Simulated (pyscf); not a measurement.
This saddle point was located with ωB97X-D3(BJ)/def2-SVP in PySCF.

```xyz
9

F     -0.4743     1.4796    -0.0863
B      0.7994     0.6780    -0.1309
F      1.8239     1.4088     0.3363
F      0.9317     0.0627    -1.3138
Si    -1.1565     0.2841     1.2769
H      0.4366    -0.1982     0.7958
H     -1.8798    -0.6693     0.4093
H     -0.7254    -0.3583     2.5527
H     -1.9709     1.4535     1.6989
```
Charge 0, spin multiplicity 1.

Surface: singlet, charge 0. Lowest wavenumbers (cm⁻¹): 363i, 75, 198, 308, 377.

**Question.** What reaction is this the transition state of?

**Answer.** F–B(F)–F + SiH₄ ⇌ F–SiH₃ + F–BH–F, a four-centre exchange read from left to right: B–F, H–Si broken and F–Si, B–H formed. At ωB97M-D3(BJ)/def2-TZVP it lies +106.0 kJ/mol from the left side and +93.0 kJ/mol from the right (each side as separated species at their lowest minima found). One saddle was located; it need not be the lowest between these sides.
